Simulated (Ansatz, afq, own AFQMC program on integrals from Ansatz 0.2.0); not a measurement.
**SiH2, triplet in cc-pVTZ, levels against CCSDT(Q)**

```xyz
3

H     0.0000    0.0000   -1.1607
H     0.0000    0.0000   -0.1857
Si    0.0000    0.0000    1.3463
```

Basis cc-pVTZ. Only valence electrons are correlated. Integrals, coupled cluster, full CI and functionals: Ansatz 0.2.0; the random walks run on the same integrals in our own AFQMC program. ph-AFQMC/CISD is guided by a CISD state made of CCSD amplitudes; releasing the constraint for a short imaginary time cuts its bias at the price of noise, slowly where states lie close. Uncertainties: one standard error, sampling alone.

Determinant: UHF, the one that the program's search chose, which needn't be the lowest solution. The geometry is a point of a scan.

No full CI on the walks' own integrals is used here; CCSDT(Q) serves as the reference and is uncertain by about the last step of the cluster series.

Cautions: lower spins were not checked; unrestricted determinant slightly spin contaminated (⟨S²⟩ 2.07 against 2.00).

```
T1 diagnostic                               : 0.0273
weight of the determinant in the CISD state : 0.894
⟨S²⟩ of the determinant                     : 2.068
size of the correlated space                : 6 electrons in 57 orbitals
```

```
  level  correlation energy (eV)
    MP2                  -2.7998
   CCSD                  -3.5340
CCSD(T)                  -3.6683
```

**Question.** Estimate where phaseless AFQMC with a CISD trial lies against CCSD(T) on the same integrals.

**Answer.** 0.57 ± 0.05 kcal/mol below CCSD(T).

Reference: CCSDT(Q), correlation energy -3.705 eV. The released energy is read at 2.40 1/Eh (meV from the phaseless value at times in 1/Eh: -1.9 ± 1.8 at 0.24, -3.9 ± 2.2 at 0.51, -5.5 ± 2.2 at 0.99, -5.5 ± 1.6 at 1.62, -5.7 ± 1.8 at 2.40).

```json
{"level": "CCSD(T)", "E − E(reference) (kcal/mol)": "0.84", "share of correlation (%)": "99.02"}
{"level": "CCSDT", "E − E(reference) (kcal/mol)": "0.12", "share of correlation (%)": "99.86"}
{"level": "ph-AFQMC/CISD", "E − E(reference) (kcal/mol)": "0.27 ± 0.05", "share of correlation (%)": "99.68"}
{"level": "released AFQMC", "E − E(reference) (kcal/mol)": "0.14 ± 0.04", "share of correlation (%)": "99.83"}
```

A walk keeps the symmetry of its determinant, which the program's search chose and which needn't be the lowest solution, so a lower state of the same spin and another symmetry isn't excluded. Released energies are given only where the last usable release times agree within the noise; a slower fall can still hide under it.
